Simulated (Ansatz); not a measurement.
Geometry optimisation, RKS PBE0-D4/6-31G* in Ansatz.

input.yaml

```yaml
crystal:
  periodic: [false, false, false]
  atoms:
    - { symbol: Si, position_ang: [0.006794, 0.145501, -0.807957] }
    - { symbol: F, position_ang: [1.405819, -0.110966, 1.581022] }
    - { symbol: H, position_ang: [2.020692, 0.144953, 0.929922] }
    - { symbol: H, position_ang: [-1.127811, 0.982158, -0.215356] }
    - { symbol: C, position_ang: [-0.93804, -1.499553, -0.74258] }
    - { symbol: H, position_ang: [-1.399044, -1.676818, 0.236871] }
    - { symbol: H, position_ang: [-1.770385, -1.448554, -1.462902] }
    - { symbol: H, position_ang: [-0.314226, -2.356721, -1.01442] }
basis:
  gaussian: { orbitals: "6-31G*" }
hamiltonian:
  xc: pbe0
  dispersion: d4
relax:
  f_tol: 0.03
  max_steps: 50
```

Run as:

```bash
$ ansatz run input.yaml --threads 1 --pin off --max-ram 2048MiB --backend cpu --events-out ev --progress --plain --runs-dir out
```

Task: Where does it end, and by what steps?

Result: It converged. After 8 steps the energy has fallen by 0.143 eV; F2 moved furthest, 0.51 Å.

```tsv
step	energy less start (eV)	largest force component (eV/Å)	accepted
0	0.0000	0.376	yes
1	-0.0659	0.755	yes
2	-0.1256	0.408	yes
3	-0.1361	0.215	yes
4	-0.1413	0.062	yes
5	-0.1425	0.037	yes
6	-0.1426	0.151	yes
7	-0.1434	0.075	yes
8	-0.1434	0.008	yes
```

```xyz
8
Properties=species:S:1:pos:R:3
Si 0.096 0.163 -0.759
F 1.036 -0.155 1.226
H 1.891 0.074 0.905
H -0.991 1.016 -0.108
C -0.868 -1.484 -0.684
H -1.306 -1.681 0.302
H -1.709 -1.408 -1.390
H -0.265 -2.346 -0.987
```

Run time: 20 s on 1 thread of Arm Neoverse V1, with other jobs on the host, peak memory 0.13 GiB.
